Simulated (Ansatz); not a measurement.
**Solid iodine**

These are PBEsol in Ansatz (plane waves, PAW) values and carry that method's errors.

Numerical settings: plane-wave cutoff 500 eV, 6×6×4 k mesh (along the axes of the cell as run), gaussian smearing 0.02 eV, scalar-relativistic PAW data made under PBE.

Cell (relaxed at this level):

```yaml
crystal:
  lattice:
    - [2.19463, -3.75351, 0.00000]
    - [2.19463, 3.75351, 0.00000]
    - [0.00000, 0.00000, 9.65156]
  atoms:
    - { symbol: I, position: [0.82837, 0.82837, 0.87722] }
    - { symbol: I, position: [0.67163, 0.67163, 0.37722] }
    - { symbol: I, position: [0.32837, 0.32837, 0.62278] }
    - { symbol: I, position: [0.17163, 0.17163, 0.12278] }
```

```yaml
equilibrium_volume_per_atom: 39.75 Å³/atom
lattice_parameter_a: 7.507 Å
lattice_parameter_b: 4.389 Å
lattice_parameter_c: 9.652 Å
```

Note: the cell comes from a level without a dispersion term, which matters for the spacing of layers, chains or molecules.

Spin–orbit coupling is not included.

Computed values are for the static lattice.

Ansatz is an electronic-structure program.
